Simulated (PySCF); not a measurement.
OS, SMILES O=S (connectivity only; charge and spin as stated), neutral, multiplicity 3. Atoms are numbered in the order given.

```xyz
2

O      0.0000     0.0000    -0.9927
S      0.0000     0.0000     0.4964
```
Charge 0, spin multiplicity 3.

Geometry optimised at B3LYP-D3(BJ)/def2-TZVPD.

Computed with CAM-B3LYP/def2-TZVPD run with PySCF.

Task: Estimate the frontier levels, dipole moment and polarisability. (The exact figures need the calculation; the answer reports its results.)

Result: 
```
Property                                                           Value
-----------------------------------------------  -----------------------
α spin, highest occupied and lowest empty level        -9.08 and 0.46 eV
β spin, highest occupied and lowest empty level      -12.49 and -2.21 eV
dipole moment                                                     1.64 D
mean static polarisability                          23.3 bohr³ (3.46 Å³)
polarisability, principal values                  20.1, 20.1, 29.8 bohr³
⟨S²⟩                                             2.012 (pure state 2.00)
```
